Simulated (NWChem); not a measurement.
# Dipole moment of water (H₂O)

```xyz
3

O      0.0000     0.0000     0.1226
H      0.7577     0.0000    -0.4905
H     -0.7577     0.0000    -0.4905
```
Charge 0, spin multiplicity 1.

Program: NWChem. The geometry was optimised at PBE/def2-SVP, a minimum by its harmonic frequencies.

Basis set: Sadlej pVTZ. The CCSD dipole comes from the Λ equations, without orbital relaxation.

The correlated methods keep 1 core orbital frozen. B3LYP has NWChem's definition, with VWN1-RPA local correlation. Coupled-cluster values serve here as a point of comparison, not as the truth.

```csv
method,dipole moment (D)
LDA (SVWN5),1.90
PBE,___
HF,___
B3LYP,1.90
CCSD,___
```

Q: What belongs in the gaps?

A: 
- PBE, dipole moment (D): 1.84
- HF, dipole moment (D): 2.04
- CCSD, dipole moment (D): 1.88
